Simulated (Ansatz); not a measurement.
Frontier orbitals of `N=C=CC(=N)O`.

Charge 0, multiplicity 1. The geometry is a stationary point of PBE0-D4/def2-TZVP. It is one conformer, not always the lowest. Basis def2-TZVPP, Ansatz.

Orbital energies of one run (eV). Highest occupied ones, from the top: -9.47, -10.88, -11.37, -13.04, -14.32, -14.75, -15.61, -16.20, -16.56, -18.65, -19.56, -21.19, -25.34, -28.10. Empty: 1.77, 2.06, 2.73, 3.34, 4.62, 4.89.

Q: Which functional gave them?
A. ωB97X-V
B. LC-ωPBE
C. LDA (SPW92)
D. r2SCANh

A: B. HOMO energies: LC-ωPBE -9.47, ωB97X-V -9.12, r2SCANh -6.42, LDA (SPW92) -5.96 eV.

LC-ωPBE has ω = 0.4 bohr⁻¹.
